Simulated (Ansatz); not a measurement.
# SiH₂ (singlet): from Hartree-Fock to the top rungs at angle H2–Si1–H3 = 91.2°, cc-pVDZ

Aim: climb from Hartree-Fock through coupled cluster and multireference methods for SiH₂ (singlet) at one geometry and basis, and see what each rung misses.

Program: Ansatz 0.2.0, Gaussian basis. Level of theory: cc-pVDZ, core rule «outside noble gas», up to 5 orbitals frozen. These are calculated values, not measurements.

To be run: UHF; CCSD(T) on RHF; CCSD(T) on UHF; BCCD(T) on RHF; CISD; CCSDT(Q) on RHF; CCSDT(Q) on UHF; CCSDTQ on RHF; CASSCF and MRCISD+Q, 2 electrons in 2 orbitals; CASSCF and NEVPT2, 2 electrons in 2 orbitals; CASSCF and MRCISD+Q, 6 electrons in 6 orbitals; CASSCF and NEVPT2, 6 electrons in 6 orbitals; Full CI.

9 further runs of the same task are left out: 1 for a mislabelled method, 7 that didn't finish, 1 set aside as unsound or not needed.

## (1) The geometry

The geometry derives from a PBE0/def2-TZVP stationary point (not a proven minimum). One angle is set to the value named; bond lengths are kept.

3 atoms, charge 0, spin multiplicity 1.

Atoms are counted from 1 here; the program's logs count them from 0.

Bond lengths: Si1–H2 1.526 Å, Si1–H3 1.526 Å. Angles: H2–Si1–H3 91.2°.

## (2) UHF

File in.yaml:

```yaml
crystal:
  periodic: [false, false, false]
  atoms:
    - {symbol: Si, position_ang: [0.000000, -0.071477, 0.000000]}
    - {symbol: H, position_ang: [0.000000, 0.995827, -1.090012]}
    - {symbol: H, position_ang: [0.000000, 0.995827, 1.090012]}
basis:
  gaussian: {orbitals: cc-pVDZ}
magnetization: {spin_polarized: true, initial_magnetization: 0}
hamiltonian: {xc: hf}
output: {orbitals: {seedname: orbitals}}
```

Started as:

```console
$ ansatz run in.yaml --threads 1 --pin off --events-out ev --progress --plain --max-ram 2393MiB
```

Further steps of the session: CCSD(T) on RHF; CCSD(T) on UHF; BCCD(T) on RHF; CISD; CCSDT(Q) on RHF; CCSDT(Q) on UHF; CCSDTQ on RHF; CASSCF and MRCISD+Q, 2 electrons in 2 orbitals; CASSCF and NEVPT2, 2 electrons in 2 orbitals; CASSCF and MRCISD+Q, 6 electrons in 6 orbitals; CASSCF and NEVPT2, 6 electrons in 6 orbitals; Full CI.

**Question.** What will the summary of the whole plan be? Wanted: FCI below the RHF energy; RMP2 from FCI; RCCSD from FCI; RCCSD(T) from FCI; RCCSDT(Q) from FCI; NEVPT2 pair from FCI; MRCISD+Q pair from FCI; NEVPT2 valence from FCI; T1 diagnostic.

The runs gave:

| quantity | value |
| --- | --- |
| FCI below the RHF energy | -3.2602 eV |
| RMP2 from FCI | +856.3 meV |
| RCCSD from FCI | +80.7 meV |
| RCCSD(T) from FCI | +19.5 meV |
| RCCSDT(Q) from FCI | +0.6 meV |
| NEVPT2 pair from FCI | +758.2 meV |
| MRCISD+Q pair from FCI | -14.1 meV |
| NEVPT2 valence from FCI | +625.7 meV |
| levels within 1 kcal/mol (43 meV) | RCCSD(T), BCCD(T), RCCSDT, RCCSDT(Q), RCCSDTQ, MRCISD+Q pair, MRCISD+Q valence |
| T1 diagnostic | 0.014 |
| effectively unpaired electrons | 0.09 |

RCCSD(T) misses by +19.5 meV, 0.6 % of the correlation energy. MRCISD+Q pair falls below full CI: the +Q correction isn't variational, and the cores differ from full CI's. One determinant dominates. Of the multireference levels listed MRCISD+Q valence comes nearest in total energy (+11.6 meV), which doesn't show that its space is the better one. These misses are within one basis, not against nature.
